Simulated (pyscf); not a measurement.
`[CH+]=[O]` + `[H][H]` → `[CH2]=[OH+]`, an addition across a multiple bond or ene-type step (singlet surface; H–H broken, C–H, H–O formed). Single points on ωB97X-D3(BJ)/def2-SVP structures (PySCF, gas phase). Energies in kcal/mol from the separated reactants.

Small-basis levels: PySCF, no dispersion term, spherical d functions. Cost: rough CPU time at the saddle relative to B3LYP/6-31G*, from one job on a shared machine.

| level | barrier | reaction energy | cost |
|---|---|---|---|
| MP2/6-31G* | 66.1 | -27.4 | 0.1 |
| SVWN5/6-31G* | 34.3 | -50.1 | 0.7 |
| BP86/6-31G* | 48.4 | -38.4 | 1 |
| PBE/6-31G* | 46.3 | -39.7 | 1 |
| B3LYP/6-311+G** | 49.9 | -38.2 | 1 |
| PBE/def2-SVP | 37.7 | -42.0 | 1 |
| B3LYP/def2-SVP | 46.2 | -41.3 | 1 |
| ωB97M-D3(BJ)/def2-TZVP | 49.6 | -38.0 | – |

Against the last row the barrier runs from -15.3 (SVWN5/6-31G*) to +16.5 kcal/mol (MP2/6-31G*). ωB97M-D3(BJ)/def2-TZVP has limits of its own. At the saddle there is also a short C–H contact that neither side keeps. This is the saddle that the search found; another between the same sides may lie lower.
